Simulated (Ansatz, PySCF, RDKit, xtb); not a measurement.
# CH6Si: a search for the lowest isomer

Only the formula CH6Si is given. Aim: find the structure of lowest free energy at 298.15 K, then its properties.

Plan: many cheap relaxations first (GFN2-xTB), then density-functional screening, relaxation at r2SCAN-D4/def2-SVP, vibrations and a final energy. The numbers are computed, not measured.

## (1) Candidates

A program enumerates the bonding patterns with one Lewis structure each (two rings at most, one unusual centre or charged pair), with their diastereomers. O–O, O–halogen and N–halogen bonds and N–N–N chains are not drawn. That gives 1 candidate.

| label | SMILES | spin |
| --- | --- | --- |
| c349 | C[SiH3] | singlet |

Candidates are built by distance geometry, with a force field where one applies, in up to four conformers (letters a to d). 1 start with atoms placed at random is added, to find patterns that the rules miss.

## (2) Search with GFN2-xTB

All 2 starts are relaxed the same way. One of them, c349a (enumerated, embedded by distance geometry and MMFF94), in full:

Contents of start.xyz:

```xyz
8
c349a
C     -1.175578     1.587004    -0.651385
Si    -0.810595     1.094978     1.074477
H     -2.176918     1.173901    -0.972060
H     -1.165244     2.695474    -0.799937
H     -0.421835     1.177267    -1.333891
H      0.523951     1.577705     1.483991
H     -0.787547    -0.384633     1.198225
H     -1.817078     1.688993     2.002699
```

On the command line:

```sh
xtb start.xyz --gfn 2 --opt
```

Output (excerpt; [...] marks lines left out):

```text
* xtb version 6.7.1
[...]
          :  # basis functions                  20          :
[...]
          :  # electrons                        14          :
[...]
          :  Hamiltonian                  GFN2-xTB          :
[...]
          :  net charge                          0          :
          :  unpaired electrons                  0          :
[...]
   *** convergence criteria satisfied after 11 iterations ***
[...]
   *** GEOMETRY OPTIMIZATION CONVERGED AFTER 5 ITERATIONS ***
[...]
   *** convergence criteria satisfied after 3 iterations ***
[...]
         ::                     SUMMARY                     ::
         :::::::::::::::::::::::::::::::::::::::::::::::::::::
         :: total energy              -6.919628167734 Eh    ::
         :: gradient norm              0.000360251821 Eh/a0 ::
         :: HOMO-LUMO gap              6.382953752912 eV    ::
         ::.................................................::
         :: SCC energy                -7.011425364219 Eh    ::
         :: -> isotropic ES            0.012649390403 Eh    ::
         :: -> anisotropic ES          0.004368220916 Eh    ::
         :: -> anisotropic XC          0.005056596057 Eh    ::
         :: -> dispersion             -0.003078105096 Eh    ::
         :: repulsion energy           0.091797196485 Eh    ::
         :: add. restraining           0.000000000000 Eh    ::
         :: total charge               0.000000000000 e     ::
         :::::::::::::::::::::::::::::::::::::::::::::::::::::
[...]
         7        2.0000           -0.4048216             -11.0158 (HOMO)
         8                         -0.1702523              -4.6328 (LUMO)
[...]
     #   Z          covCN         q      C6AA      α(0)
     1   6 C        3.650    -0.195    24.717     7.141
     2  14 Si       3.629     0.439    99.243    19.112
     3   1 H        0.925     0.022     2.700     2.570
     4   1 H        0.925     0.022     2.699     2.569
     5   1 H        0.925     0.022     2.699     2.569
     6   1 H        0.918    -0.104     5.691     3.731
     7   1 H        0.918    -0.103     5.685     3.729
     8   1 H        0.918    -0.103     5.688     3.730
[...]
     #   Z sym  total        # sym  WBO       # sym  WBO       # sym  WBO
 ---------------------------------------------------------------------------
     1   6 C    3.977 --     5 H    0.991     3 H    0.991     4 H    0.991
                             2 Si   0.926
     2  14 Si   3.648 --     1 C    0.926     6 H    0.900     7 H    0.900
                             8 H    0.900
     3   1 H    1.000 --     1 C    0.991
     4   1 H    1.000 --     1 C    0.991
     5   1 H    1.000 --     1 C    0.991
     6   1 H    0.989 --     2 Si   0.900
     7   1 H    0.989 --     2 Si   0.900
     8   1 H    0.989 --     2 Si   0.900
 ---------------------------------------------------------------------------
[...]
molecular dipole:
                 x           y           z       tot (Debye)
 q only:        0.024      -0.033       0.116
   full:       -0.034       0.041      -0.154       0.414
molecular quadrupole (traceless):
[...]
          | TOTAL ENERGY               -6.919628167734 Eh   |
          | GRADIENT NORM               0.000360251821 Eh/α |
          | HOMO-LUMO GAP               6.382953752912 eV   |
           -------------------------------------------------
[...]
```

It took 0.31 s on 1 thread of AMD EPYC (Zen 3), shared host.

## (3) Distinct minima at GFN2-xTB

2 of the 2 relaxations converged; 1 ended on a minimum already found. 1 distinct structure remains:

| label | start | SMILES after | spin | energy (kcal/mol) |
| --- | --- | --- | --- | --- |
| c667 | random and drawn | C[SiH3] | singlet | 0.0 |

## (4) Screening with a density functional

A choice of the minima (the low ones first, few conformers of a pattern, up to a cap) and the lowest that fell apart get a single point at r2SCAN-D4/def2-SVP on the tight-binding geometry, and one at HF/STO-3G for comparison. The lowest singlets are also tried as triplets at the same geometry (label ending in t). The first, c667:

Contents of input.yaml:

```yaml
crystal:
  periodic: [false, false, false]
  atoms:
    - {symbol: C, position_ang: [-0.279146, -0.141776, 0.657084]}
    - {symbol: Si, position_ang: [-0.001243, 0.354523, -1.150974]}
    - {symbol: H, position_ang: [0.417400, 0.367181, 1.317742]}
    - {symbol: H, position_ang: [-0.191453, 1.799475, -1.297155]}
    - {symbol: H, position_ang: [-0.958779, -0.351064, -2.005740]}
    - {symbol: H, position_ang: [-0.143456, -1.210381, 0.798375]}
    - {symbol: H, position_ang: [1.362517, 0.000593, -1.552148]}
    - {symbol: H, position_ang: [-1.284430, 0.107748, 0.985196]}
basis:
  gaussian: {orbitals: def2-SVP}
hamiltonian: {xc: {name: r2SCAN}, dispersion: d4}
scf: {lower_state_search: off}
```

On the command line:

```sh
ansatz run input.yaml --threads 1 --pin off --max-ram 2610MiB --events-out events.jsonl --progress --plain --runs-dir runs
```

Output:

```text
Warning: RAYON_NUM_THREADS=1 ignored (pool sized by the plan → 1); use --threads N
Functional definition: r2SCAN
  name "r2SCAN"
  parameter k0 = 0.174
  parameter k1 = 0.065
  parameter a1 = 4.9479
  exchange = r2scan_x(k0 = k0, k1 = k1, a1 = a1)
  correlation = r2scan_c
these checks for a lower state are left out or cut short: stability, starts, cluster_reference, orbital_swaps, neighbouring_geometries, increment
702 factors; their error is unknown
mean field evaluation 1: about -9002.6081 eV, gradient 4.5e1 eV
mean field evaluation 2: about -8998.6634 eV, gradient 5.6e1 eV
mean field evaluation 4: about -9007.6208 eV, gradient 6.2e-1 eV
mean field evaluation 8: about -9007.5782 eV, gradient 7.4e-3 eV
mean field -9007.57822971 eV, -331.0223943859 hartree, gradient 5.0e-6 eV, S^2 0.000000; 0 other end points of the search recorded, 0 dependent functions left out
reference -9007.57823852 eV, -331.0223947100 hartree; 13, 13 occupied and 49, 49 virtual orbitals, 702 factors
Total energy: -9007.60215378 eV, -331.0232735795 hartree
Checks for a lower state left out: stability, starts, cluster_reference, orbital_swaps, neighbouring_geometries, increment
```

Run time: 2.5 s. Hardware: 1 thread of AMD EPYC (Zen 3), shared host.

Relative energies in kcal/mol, each column from its lowest structure that stays in one piece:

| label | SMILES | spin | GFN2-xTB | HF/STO-3G | r2SCAN-D4/def2-SVP |
| --- | --- | --- | --- | --- | --- |
| c667 | C[SiH3] | singlet | 0.0 | 0.0 | 0.0 |
| c667t | C[SiH3] | triplet | – | – | 188.2 |

## (5) Refinement at r2SCAN-D4/def2-SVP

2 candidates are relaxed at r2SCAN-D4/def2-SVP (chosen among the lowest in one piece, with other spins of them). The first, c667:

input.yaml, as its differences from that of step 4:

```diff
@@ -12,4 +12,10 @@
 basis:
-  gaussian: {orbitals: def2-SVP}
-hamiltonian: {xc: {name: r2SCAN}, dispersion: d4}
-scf: {lower_state_search: off}
+  gaussian:
+    orbitals: def2-SVP
+hamiltonian:
+  xc: {name: r2SCAN}
+  dispersion: d4
+scf:
+  lower_state_search: off
+relax:
+  f_tol: 0.003
```

On the command line:

```sh
ansatz run input.yaml --threads 1 --pin off --max-ram 2610MiB --events-out events.jsonl --progress --plain --runs-dir runs
```

Output (excerpt; [...] marks lines left out):

```text
Warning: RAYON_NUM_THREADS=1 ignored (pool sized by the plan → 1); use --threads N
[...]
[... 2 set-up lines as earlier in the session ...]
[...]
702 factors; their error is unknown
[...]
mean field -9007.57822955 eV, -331.0223943803 hartree, gradient 5.1e-6 eV, S^2 0.000000; 0 other end points of the search recorded, 0 dependent functions left out
[...]
reference -9007.57823837 eV, -331.0223947044 hartree; 13, 13 occupied and 49, 49 virtual orbitals, 702 factors
relax step   1: F+E_penalty+E_count = -9007.60214481 eV  Δ(F+E_penalty+E_count) = +0.000e0 eV  max|allowed force component| = 9.698e-1 eV/Å  Δτ_max = 0.0000 Å  (12 SCF iters, accepted)
[...]
relax step   4: F+E_penalty+E_count = -9007.64506217 eV  Δ(F+E_penalty+E_count) = -4.673e-5 eV  max|allowed force component| = 6.624e-3 eV/Å  Δτ_max = 0.0015 Å  (12 SCF iters, accepted)
[...]
Total energy: -9007.64507335 eV, -331.0248508443 hartree
Atom 0 at    -0.280041    -0.143626     0.663878 Å, force    -0.000032    -0.000129     0.000288 eV/Å
Atom 1 at    -0.004478     0.348640    -1.129049 Å, force     0.000206     0.000446    -0.001309 eV/Å
Atom 2 at     0.428834     0.374986     1.328309 Å, force    -0.000061    -0.000116     0.000326 eV/Å
Atom 3 at    -0.192953     1.821110    -1.308560 Å, force    -0.000088     0.000405     0.000051 eV/Å
Atom 4 at    -0.969529    -0.358158    -2.026278 Å, force    -0.000271    -0.000263    -0.000097 eV/Å
Atom 5 at    -0.141997    -1.227692     0.800523 Å, force    -0.000078    -0.000113     0.000384 eV/Å
Atom 6 at     1.381833    -0.001175    -1.566860 Å, force     0.000359    -0.000147     0.000014 eV/Å
Atom 7 at    -1.300260     0.112215     0.990417 Å, force    -0.000036    -0.000082     0.000343 eV/Å
Dipole moment:    -0.025116    -0.044872     0.163411 e Å
Checks for a lower state left out: stability, starts, cluster_reference, orbital_swaps, neighbouring_geometries, increment
```

Run time: 26 s. Hardware: 1 thread of AMD EPYC (Zen 3), shared host.

Energy change by step (eV): 0.0000, -0.0396, -0.0429, -0.0429, -0.0429.

After the run. Bond lengths: C1–Si2 1.880 Å, C1–H3 1.101 Å, Si2–H4 1.495 Å, Si2–H5 1.495 Å, C1–H6 1.101 Å, Si2–H7 1.495 Å, C1–H8 1.101 Å. Some angles: C1–Si2–H4 110.7°, C1–Si2–H5 110.7°, C1–Si2–H7 110.7°, Si2–C1–H3 111.0°, Si2–C1–H6 111.0°, Si2–C1–H8 111.0°, H4–Si2–H5 108.2°, H4–Si2–H7 108.2°, H5–Si2–H7 108.2°, H3–C1–H6 107.9°.

## (6) The relaxed candidates

| label | spin | r2SCAN-D4/def2-SVP (kcal/mol) | r2SCAN-D4/def2-SVP, relaxed (kcal/mol) | time | note |
| --- | --- | --- | --- | --- | --- |
| c667 | singlet | 0.0 | 0.0 | 26 s |  |
| c667t | triplet | 188.2 | 86.2 | 3.1 min | fell apart ([CH3].[SiH3]) |

c667: Bond lengths: C1–Si2 1.880 Å, C1–H3 1.101 Å, Si2–H4 1.495 Å, Si2–H5 1.495 Å, C1–H6 1.101 Å, Si2–H7 1.495 Å, C1–H8 1.101 Å. Some angles: C1–Si2–H4 110.7°, C1–Si2–H5 110.7°, C1–Si2–H7 110.7°, Si2–C1–H3 111.0°, Si2–C1–H6 111.0°, Si2–C1–H8 111.0°, H4–Si2–H5 108.2°, H4–Si2–H7 108.2°, H5–Si2–H7 108.2°, H3–C1–H6 107.9°.

c667t: Bond lengths: C1–H3 1.090 Å, Si2–H4 1.493 Å, Si2–H5 1.493 Å, C1–H6 1.090 Å, Si2–H7 1.493 Å, C1–H8 1.090 Å. Angles: H3–C1–H6 120.0°, H3–C1–H8 120.0°, H6–C1–H8 120.0°, H4–Si2–H5 111.6°, H4–Si2–H7 111.6°, H5–Si2–H7 111.6°.

## (7) Harmonic analysis of the finalists

The lowest few in one piece go on as finalists (c667t drops out). Harmonic vibrations at r2SCAN-D4/def2-SVP test each finalist and give the zero-point energy and the thermal terms. The first, c667:

Contents of input.yaml:

```yaml
crystal:
  periodic: [false, false, false]
  atoms:
    - {symbol: C, position_ang: [-0.280041, -0.143626, 0.663878]}
    - {symbol: Si, position_ang: [-0.004478, 0.348640, -1.129049]}
    - {symbol: H, position_ang: [0.428834, 0.374986, 1.328309]}
    - {symbol: H, position_ang: [-0.192953, 1.821110, -1.308560]}
    - {symbol: H, position_ang: [-0.969529, -0.358158, -2.026278]}
    - {symbol: H, position_ang: [-0.141997, -1.227692, 0.800523]}
    - {symbol: H, position_ang: [1.381833, -0.001175, -1.566860]}
    - {symbol: H, position_ang: [-1.300260, 0.112215, 0.990417]}
basis:
  gaussian:
    orbitals: def2-SVP
hamiltonian:
  xc: {name: r2SCAN}
  dispersion: d4
scf:
  lower_state_search: off
phonons: {}
```

On the command line:

```sh
ansatz run input.yaml --threads 1 --pin off --max-ram 2610MiB --events-out events.jsonl --progress --plain --runs-dir runs
```

Output (excerpt; [...] marks lines left out):

```text
Warning: RAYON_NUM_THREADS=1 ignored (pool sized by the plan → 1); use --threads N
[... 2 set-up lines as earlier in the session ...]
[...]
702 factors; their error is unknown
[...]
mean field -9007.62112433 eV, -331.0239707344 hartree, gradient 3.5e-6 eV, S^2 0.000000; 0 other end points of the search recorded, 0 dependent functions left out
[...]
reference -9007.62113320 eV, -331.0239710603 hartree; 13, 13 occupied and 49, 49 virtual orbitals, 702 factors
[...]
702 factors; their error is unknown
[...]
mean field -9007.62096594 eV, -331.0239649135 hartree, gradient 1.3e-6 eV, S^2 0.000000; 0 other end points of the search recorded, 0 dependent functions left out
[...]
reference -9007.62097481 eV, -331.0239652394 hartree; 13, 13 occupied and 49, 49 virtual orbitals, 702 factors
[...]
702 factors; their error is unknown
[...]
Atom 1 at    -0.004478     0.348640    -1.129049 Å, force     0.000206     0.000446    -0.001299 eV/Å
Atom 2 at     0.428834     0.374986     1.328309 Å, force    -0.000056    -0.000117     0.000330 eV/Å
Atom 3 at    -0.192953     1.821110    -1.308560 Å, force    -0.000088     0.000404     0.000051 eV/Å
Atom 4 at    -0.969529    -0.358158    -2.026278 Å, force    -0.000274    -0.000266    -0.000102 eV/Å
Atom 5 at    -0.141997    -1.227692     0.800523 Å, force    -0.000076    -0.000117     0.000385 eV/Å
Atom 6 at     1.381833    -0.001175    -1.566860 Å, force     0.000360    -0.000147     0.000014 eV/Å
Atom 7 at    -1.300260     0.112215     0.990417 Å, force    -0.000049    -0.000081     0.000346 eV/Å
Dipole moment:    -0.025116    -0.044872     0.163411 e Å
Vibrations: 211.47 508.19 508.23 699.96 875.84 875.85 930.89 951.41 951.51 1257.96 1434.16 1434.19 2216.74 2218.16 2218.20 3040.98 3148.13 3148.16 cm⁻¹, zero-point energy 1.650852 eV
Checks for a lower state left out: stability, starts, cluster_reference, orbital_swaps, neighbouring_geometries, increment
```

It took 2.2 min on 1 thread of AMD EPYC (Zen 3), shared host.

## (8) Thermal terms of the finalists

At 298.15 K and 1 atm, ideal gas, rigid rotor and harmonic oscillator:

| label | SMILES | spin | point group | lowest mode (cm⁻¹) | zero-point (kcal/mol) | G − E (kcal/mol) |
| --- | --- | --- | --- | --- | --- | --- |
| c667 | C[SiH3] | singlet | C3v | 211 | 38.1 | 23.1 |

## (9) Last filter: a higher level

Single points at CCSD(T)/def2-TZVPP on the refined geometries decide the order.

c667, CCSD(T)/def2-TZVPP:

Contents of input.yaml:

```yaml
crystal:
  periodic: [false, false, false]
  atoms:
    - symbol: C
      position_ang: [-0.280041, -0.143626, 0.663878]
    - symbol: Si
      position_ang: [-0.004478, 0.348640, -1.129049]
    - symbol: H
      position_ang: [0.428834, 0.374986, 1.328309]
    - symbol: H
      position_ang: [-0.192953, 1.821110, -1.308560]
    - symbol: H
      position_ang: [-0.969529, -0.358158, -2.026278]
    - symbol: H
      position_ang: [-0.141997, -1.227692, 0.800523]
    - symbol: H
      position_ang: [1.381833, -0.001175, -1.566860]
    - symbol: H
      position_ang: [-1.300260, 0.112215, 0.990417]
basis:
  gaussian: {orbitals: def2-TZVPP}
correlation: {method: ccsd_t, frozen_orbitals: {C: 1, H: 0, Si: 5}}
```

On the command line:

```sh
ansatz run input.yaml --threads 1 --pin off --max-ram 2610MiB --events-out events.jsonl --progress --plain --runs-dir runs
```

Output (excerpt; [...] marks lines left out):

```text
Warning: RAYON_NUM_THREADS=1 ignored (pool sized by the plan → 1); use --threads N
Functional definition: HF
  name "HF"
[...]
873 factors; integrals over basis functions are off by at most 1.2e-3 eV
[...]
mean field -8988.48699423 eV, -330.3208044227 hartree, gradient 3.1e-6 eV, S^2 0.000000; 0 other end points of the search recorded, 0 dependent functions left out
6 core orbitals not correlated: weight in the atoms' cores, before any rotation towards them, 1.000 or more for the frozen orbitals, at most 0.000 for the correlated occupied ones
reference -8988.48699423 eV, -330.3208044227 hartree; 7, 7 occupied and 144, 144 virtual orbitals, 873 factors
second order -8.66225833 eV of doubles, -0.00000000 eV of singles
cycle   1  -9.41526391 eV  change   -7.5e-1 eV  update   6.5e-2
[...]
cycle   8  -9.73499249 eV  change   -4.5e-6 eV  update   1.1e-5
perturbative correction -0.31011855 eV, -0.0113966464 hartree
Total energy: -8998.53210527 eV, -330.6899554445 hartree
```

Wall time 39 s (1 thread of AMD EPYC (Zen 3), shared host); peak memory 1 GiB.

## (10) The ranking

Energies in kcal/mol from c667; G adds the thermal terms to the CCSD(T)/def2-TZVPP energy. The columns left of the relaxed level are at the tight-binding geometries.

| label | SMILES | spin | GFN2-xTB | HF/STO-3G | r2SCAN-D4/def2-SVP | r2SCAN-D4/def2-SVP, relaxed | HF/def2-TZVPP | MP2/def2-TZVPP | CCSD(T)/def2-TZVPP | G | share at equilibrium | T1 |
| --- | --- | --- | --- | --- | --- | --- | --- | --- | --- | --- | --- | --- |
| c667 | C[SiH3] | singlet | 0.0 | 0.0 | 0.0 | 0.0 | 0.0 | 0.0 | 0.0 | 0.0 | 100.0 % | 0.010 |

Lowest found: c667, `C[SiH3]`, a singlet of point group C3v. Bond lengths: C1–Si2 1.880 Å, C1–H3 1.101 Å, Si2–H4 1.495 Å, Si2–H5 1.495 Å, C1–H6 1.101 Å, Si2–H7 1.495 Å, C1–H8 1.101 Å. Some angles: C1–Si2–H4 110.7°, C1–Si2–H5 110.7°, C1–Si2–H7 110.7°, Si2–C1–H3 111.0°, Si2–C1–H6 111.0°, Si2–C1–H8 111.0°, H4–Si2–H5 108.2°, H4–Si2–H7 108.2°, H5–Si2–H7 108.2°, H3–C1–H6 107.9°.

```xyz
8

C    -0.2800   -0.1436    0.6639
Si   -0.0045    0.3486   -1.1290
H     0.4288    0.3750    1.3283
H    -0.1930    1.8211   -1.3086
H    -0.9695   -0.3582   -2.0263
H    -0.1420   -1.2277    0.8005
H     1.3818   -0.0012   -1.5669
H    -1.3003    0.1122    0.9904
```

## (11) Density, orbitals and dipole (PBE0/def2-TZVPD)

Contents of input.yaml:

```yaml
crystal:
  periodic: [false, false, false]
  atoms:
    - {symbol: C, position_ang: [-0.280041, -0.143626, 0.663878]}
    - {symbol: Si, position_ang: [-0.004478, 0.348640, -1.129049]}
    - {symbol: H, position_ang: [0.428834, 0.374986, 1.328309]}
    - {symbol: H, position_ang: [-0.192953, 1.821110, -1.308560]}
    - {symbol: H, position_ang: [-0.969529, -0.358158, -2.026278]}
    - {symbol: H, position_ang: [-0.141997, -1.227692, 0.800523]}
    - {symbol: H, position_ang: [1.381833, -0.001175, -1.566860]}
    - {symbol: H, position_ang: [-1.300260, 0.112215, 0.990417]}
basis:
  gaussian: {orbitals: def2-TZVPD}
hamiltonian: {xc: {name: PBE0}}
output: {forces: true, orbitals: {seedname: orbitals}}
```

On the command line:

```sh
ansatz run input.yaml --threads 1 --pin off --max-ram 2610MiB --events-out events.jsonl --progress --plain --runs-dir runs
```

Output (excerpt; [...] marks lines left out):

```text
Warning: RAYON_NUM_THREADS=1 ignored (pool sized by the plan → 1); use --threads N
Functional definition: PBE0
  name "PBE0"
[...]
776 factors; their error is unknown
[...]
mean field -9008.33195219 eV, -331.0500931762 hartree, gradient 7.0e-6 eV, S^2 0.000000; 0 other end points of the search recorded, 0 dependent functions left out
[...]
reference -9008.33198400 eV, -331.0500943454 hartree; 13, 13 occupied and 121, 121 virtual orbitals, 776 factors
Total energy: -9008.33198400 eV, -331.0500943454 hartree
Atom 0 at    -0.280041    -0.143626     0.663878 Å, force    -0.026177    -0.046839     0.170442 eV/Å
Atom 1 at    -0.004478     0.348640    -1.129049 Å, force    -0.004682    -0.008195     0.030437 eV/Å
Atom 2 at     0.428834     0.374986     1.328309 Å, force    -0.185449    -0.133563    -0.188847 eV/Å
Atom 3 at    -0.192953     1.821110    -1.308560 Å, force     0.015505    -0.125397     0.018004 eV/Å
Atom 4 at    -0.969529    -0.358158    -2.026278 Å, force     0.081205     0.058987     0.078760 eV/Å
Atom 5 at    -0.141997    -1.227692     0.800523 Å, force    -0.034509     0.290242    -0.049203 eV/Å
Atom 6 at     1.381833    -0.001175    -1.566860 Å, force    -0.117711     0.028806     0.039887 eV/Å
Atom 7 at    -1.300260     0.112215     0.990417 Å, force     0.271818    -0.064042    -0.099479 eV/Å
Dipole moment:    -0.024789    -0.044289     0.161282 e Å
```

Run time: 8.5 s. Hardware: 1 thread of AMD EPYC (Zen 3), shared host.

(Part 1 of 2 ends here.)
